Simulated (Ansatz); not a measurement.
# C3H8S (ethyl methyl sulfide): a chain of runs

Aim: a series of 14 runs (HF/STO-3G, UHF/STO-3G, HF/3-21G, UHF/3-21G, HF/6-31G*, B3LYP/6-31G*, MP2/6-31G*) of C3H8S. 

Program for the calculation: Ansatz 0.2.0.

**1. Starting point**

C3H8S has 12 atoms, charge 0, and is taken as a singlet. SMILES: `CCSC`. The coordinates come from a PBE0-D4/def2-TZVP relaxation. This is one conformer, not always the lowest. The run starts from this shape.

Bond lengths: C1–C2 1.516 Å, C2–S3 1.805 Å, S3–C4 1.796 Å, C1–H5 1.092 Å, C1–H6 1.094 Å, C1–H7 1.091 Å, C2–H8 1.094 Å, C2–H9 1.093 Å, C4–H10 1.092 Å, C4–H11 1.091 Å, C4–H12 1.090 Å. Some angles: C1–C2–S3 114.9°, C2–S3–C4 100.7°, C1–C2–H8 111.2°, C1–C2–H9 110.6°, S3–C2–H8 108.5°, S3–C2–H9 104.3°, C2–C1–H5 111.5°, C2–C1–H6 110.5°, C2–C1–H7 110.8°, S3–C4–H10 111.0°.

**2. A structure relaxation at HF/STO-3G (run 1)**

in.yaml

```yaml
crystal:
  periodic: [false, false, false]
  atoms:
    - {symbol: C, position_ang: [-0.716500, 1.338140, 0.194560]}
    - {symbol: C, position_ang: [-0.436280, 0.090430, 1.008430]}
    - {symbol: S, position_ang: [1.191390, -0.641460, 0.738740]}
    - {symbol: C, position_ang: [1.009310, -1.246600, -0.942860]}
    - {symbol: H, position_ang: [-0.711480, 1.127540, -0.876850]}
    - {symbol: H, position_ang: [-1.700480, 1.745720, 0.444170]}
    - {symbol: H, position_ang: [0.034520, 2.105640, 0.390200]}
    - {symbol: H, position_ang: [-1.195890, -0.677020, 0.831520]}
    - {symbol: H, position_ang: [-0.456940, 0.316320, 2.077610]}
    - {symbol: H, position_ang: [0.169260, -1.940130, -1.020310]}
    - {symbol: H, position_ang: [0.886020, -0.434880, -1.660900]}
    - {symbol: H, position_ang: [1.927070, -1.783700, -1.184310]}
basis:
  gaussian:
    orbitals: STO-3G
hamiltonian:
  xc: hf
relax:
  f_tol: 0.002
output:
  orbitals: {seedname: orbitals}
```

Command:

```sh
ansatz run in.yaml --threads 1 --pin off --max-ram 3480MiB --events-out events.jsonl --progress --plain --runs-dir runs
```

Output:

```text
Warning: RAYON_NUM_THREADS=1 ignored (pool sized by the plan → 1); use --threads N
The last accepted step is kept in runs//last_step.txt (removed where the run ends without a failure and the disk answers)
[... 68 lines left out ...]
Total energy: -13879.48726344 eV, -510.0617490772 hartree
[... 12 lines left out ...]
Dipole moment:    -0.155818     0.002789    -0.104063 e Å
```

It took 6 s on 1 thread of Arm Neoverse V2, shared host.

Step by step:

```csv
step,energy from the first frame kept (eV),largest force (eV/Å)
1,0.0000,1.5691
2,-0.0381,0.3299
3,-0.0409,0.0901
4,-0.0415,0.0351
5,-0.0416,0.0097
6,-0.0417,0.0151
7,-0.0417,0.0135
8,-0.0417,0.0050
9,-0.0417,0.0006
```

After the run. Bond lengths: C1–C2 1.544 Å, C2–S3 1.805 Å, S3–C4 1.797 Å, C1–H5 1.086 Å, C1–H6 1.087 Å, C1–H7 1.086 Å, C2–H8 1.089 Å, C2–H9 1.088 Å, C4–H10 1.087 Å, C4–H11 1.086 Å, C4–H12 1.085 Å. Some angles: C1–C2–S3 115.0°, C2–S3–C4 99.4°, C1–C2–H8 109.2°, C1–C2–H9 108.6°, S3–C2–H8 110.2°, S3–C2–H9 106.6°, C2–C1–H5 111.3°, C2–C1–H6 110.1°, C2–C1–H7 110.8°, S3–C4–H10 112.0°.

**3. The harmonic vibrations at HF/STO-3G (run 2)**

in.yaml

```yaml
crystal:
  periodic: [false, false, false]
  atoms:
    - symbol: C
      position_ang: [-0.721271, 1.375013, 0.206513]
    - symbol: C
      position_ang: [-0.412664, 0.079885, 0.988455]
    - symbol: S
      position_ang: [1.238684, -0.597807, 0.722680]
    - symbol: C
      position_ang: [1.014942, -1.276247, -0.925718]
    - symbol: H
      position_ang: [-0.692836, 1.205117, -0.865333]
    - symbol: H
      position_ang: [-1.712549, 1.739153, 0.462431]
    - symbol: H
      position_ang: [-0.000799, 2.151310, 0.446613]
    - symbol: H
      position_ang: [-1.168612, -0.668215, 0.754134]
    - symbol: H
      position_ang: [-0.495024, 0.288926, 2.052934]
    - symbol: H
      position_ang: [0.190312, -1.983092, -0.966309]
    - symbol: H
      position_ang: [0.838452, -0.508919, -1.674314]
    - symbol: H
      position_ang: [1.921366, -1.805126, -1.202085]
basis:
  gaussian: {orbitals: STO-3G}
total_charge: 0
phonons: {temperatures: {t_min: 298.15, t_max: 298.15, t_step: 1}}
hamiltonian: {xc: hf}
```

Command:

```sh
ansatz run in.yaml --threads 1 --pin off --max-ram 3480MiB --events-out events.jsonl --progress --plain --runs-dir runs
```

Output:

```text
Warning: RAYON_NUM_THREADS=1 ignored (pool sized by the plan → 1); use --threads N
[... 389 lines left out ...]
Total energy: -13879.48725781 eV, -510.0617488700 hartree
[... 12 lines left out ...]
Dipole moment:    -0.155818     0.002790    -0.104063 e Å
Vibrations: 87.90 178.60 233.53 319.74 403.70 856.41 903.59 959.27 1162.69 1167.05 1189.89 1261.81 1290.60 1534.49 1613.84 1709.65 1736.41 1813.58 1828.42 1835.95 1841.86 1842.62 3550.85 3567.64 3592.97 3711.08 3728.70 3744.03 3746.40 3755.18 cm⁻¹, zero-point energy 3.420008 eV
```

It took 31 s on 1 thread of Arm Neoverse V2, shared host.

Runs 3 to 13 aren't shown in full; the table further down has their settings and results.

**4. The harmonic vibrations at MP2/6-31G(d) (Cartesian functions) (run 14)**

input.yaml

```yaml
basis:
  gaussian:
    orbitals: "6-31G*"
crystal:
  periodic: [false, false, false]
  atoms:
    - symbol: C
      position_ang: [-0.717194, 1.335679, 0.190462]
    - symbol: C
      position_ang: [-0.433090, 0.086178, 1.014899]
    - symbol: S
      position_ang: [1.209815, -0.637321, 0.748863]
    - symbol: C
      position_ang: [1.011282, -1.242159, -0.943432]
    - symbol: H
      position_ang: [-0.709315, 1.121311, -0.881002]
    - symbol: H
      position_ang: [-1.703966, 1.737560, 0.441928]
    - symbol: H
      position_ang: [0.031891, 2.105700, 0.388715]
    - symbol: H
      position_ang: [-1.191310, -0.683265, 0.832735]
    - symbol: H
      position_ang: [-0.468611, 0.323763, 2.082496]
    - symbol: H
      position_ang: [0.155216, -1.917666, -1.019248]
    - symbol: H
      position_ang: [0.900031, -0.428789, -1.662639]
    - symbol: H
      position_ang: [1.915251, -1.800990, -1.193777]
correlation:
  method: mp2
phonons:
  temperatures: {t_min: 298.15, t_max: 298.15, t_step: 1}
```

Command:

```sh
ansatz run input.yaml --threads 1 --pin off --max-ram 3480MiB --events-out events.jsonl --progress --plain --runs-dir runs
```

Output:

```text
Warning: RAYON_NUM_THREADS=1 ignored (pool sized by the plan → 1); use --threads N
[... 55 lines left out ...]
8 core orbitals not correlated: weight in the atoms' cores, before any rotation towards them, 1.000 or more for the frozen orbitals, at most 0.000 for the correlated occupied ones
[... 246 lines left out ...]
8 core orbitals not correlated: weight in the atoms' cores, before any rotation towards them, 1.000 or more for the frozen orbitals, at most 0.000 for the correlated occupied ones
[... 248 lines left out ...]
Dipole moment:    -0.294497     0.034993    -0.221923 e Å
[... 1 line left out ...]
Checks for a lower state left out: cluster_reference
```

It took 2.8 min on 1 thread of Arm Neoverse V2, shared host; peak memory 0.17 GiB.

**5. The series**

```csv
run,level,task,walk f tol,partner,energy (Eh),dipole moment (D),wall time
1,HF/STO-3G,optimise,0.002,base,-510.061749,0.90,6 s
2,HF/STO-3G,frequencies,–,base,-510.061749,0.90,31 s
3,UHF/STO-3G,energy,–,cation,-509.865598,–,0.22 s
4,UHF/STO-3G,optimise,–,cation,-509.869925,–,9 s
5,HF/3-21G,optimise,0.002,base,-513.169232,2.15,6.3 s
6,HF/3-21G,frequencies,–,base,-513.169231,2.15,34 s
7,UHF/3-21G,energy,–,cation,-512.884478,–,0.44 s
8,UHF/3-21G,optimise,–,cation,-512.886959,–,13 s
9,HF/6-31G* (Cartesian functions),optimise,0.002,base,-515.769913,1.84,11 s
10,HF/6-31G* (Cartesian functions),frequencies,–,base,-515.769913,1.84,84 s
11,B3LYP/6-31G* (Cartesian functions),optimise,0.002,base,-517.328056,1.75,29 s
12,B3LYP/6-31G* (Cartesian functions),frequencies,–,base,-517.328056,1.75,2.7 min
13,MP2/6-31G* (Cartesian functions),optimise,0.002,base,-516.287945,1.78,17 s
14,MP2/6-31G* (Cartesian functions),frequencies,–,base,-516.287945,1.78,2.8 min
```

**6. Results**

```
                                                                          quantity          value
                                                  run 14, MP2/6-31G*: total energy  -516.28794 Eh
                            run 14, MP2/6-31G*: dipole moment (correlated density)         1.78 D
                   run 14, MP2/6-31G*: correlation energy (8 core orbitals frozen)     -518.7 mEh
                                      run 14, MP2/6-31G*: largest force on an atom     0.002 eV/Å
                                    run 14, MP2/6-31G*: lowest harmonic wavenumber        87 cm⁻¹
                                   run 14, MP2/6-31G*: highest harmonic wavenumber      3221 cm⁻¹
                                             run 14, MP2/6-31G*: zero-point energy   283.6 kJ/mol
                     vertical ionisation energy (to the doublet cation), HF/STO-3G       5.338 eV
                      vertical ionisation energy (to the doublet cation), HF/3-21G       7.749 eV
adiabatic ionisation energy (to the doublet cation, no zero-point term), HF/STO-3G       5.220 eV
 adiabatic ionisation energy (to the doublet cation, no zero-point term), HF/3-21G       7.681 eV
```

**Reading.** At HF/STO-3G: the vertical ionisation energy comes to 5.34 eV (515 kJ/mol). In a minimal basis such a difference can be off by several eV, whatever the method. At HF/3-21G: removing an electron at fixed nuclei costs 7.75 eV (179 kcal/mol). At HF/STO-3G: the adiabatic ionisation energy (to the doublet cation, no zero-point term) is 5.22 eV (504 kJ/mol). At HF/3-21G: the adiabatic ionisation energy (to the doublet cation, no zero-point term) is 7.68 eV (177 kcal/mol). In runs 1, 2, 3, 4 the basis is minimal, so the values are rough. All runs together took 9.4 min, the longest 2.8 min.
